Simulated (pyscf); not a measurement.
Thermochemistry of product channels of HP=GaH + H atom (H•) on the doublet surface, in kcal/mol, from ωB97M-D3(BJ)/def2-TZVP energies (ideal gas, 1 atm, RRHO with modes under 100 cm⁻¹ raised to 100, one conformer, R ln 2 for rigid chiral ones). Structures and frequencies: ωB97X-D3(BJ)/def2-SVP in PySCF.

```json
[
 {"products": "[H₂P–GaH]•", "ΔE": "-58.9", "ΔH(298 K)": "-54.7", "ΔG(900 K)": "-34.8", "ΔG(1200 K)": "-27.9"},
 {"products": "PH [triplet] + GaH₂•", "ΔE": "?", "ΔH(298 K)": "+11.6", "ΔG(900 K)": "+4.6", "ΔG(1200 K)": "+3.0"},
 {"products": "[HP=Ga]• + hydrogen (H₂)", "ΔE": "-39.4", "ΔH(298 K)": "-37.4", "ΔG(900 K)": "-41.3", "ΔG(1200 K)": "?"},
 {"products": "•P=GaH + hydrogen (H₂)", "ΔE": "-24.1", "ΔH(298 K)": "-21.8", "ΔG(900 K)": "-20.8", "ΔG(1200 K)": "-20.3"},
 {"products": "•HP–GaH₂", "ΔE": "?", "ΔH(298 K)": "-49.5", "ΔG(900 K)": "-29.8", "ΔG(1200 K)": "-23.0"},
 {"products": "PH₂• + GaH [singlet]", "ΔE": "-28.0", "ΔH(298 K)": "-26.2", "ΔG(900 K)": "-31.0", "ΔG(1200 K)": "-31.8"}
]
```

Problem. Some entries are withheld; supply them.

Solution. 
- PH [triplet] + GaH₂•, ΔE: +10.7
- [HP=Ga]• + hydrogen (H₂), ΔG(1200 K): -42.1
- •HP–GaH₂, ΔE: -52.7

These are energies of the channels, which say nothing of barriers. HP=GaH lies 17.6 kcal/mol over its isomer H₂P–Ga [singlet], and others may lie lower still (electronic energy, ωB97M-D3(BJ)). The term symbol of open-shell •P=GaH was not checked; spin-orbit terms and orbital degeneracy are left out. Elements up to Kr have no core potential and no relativistic terms here.
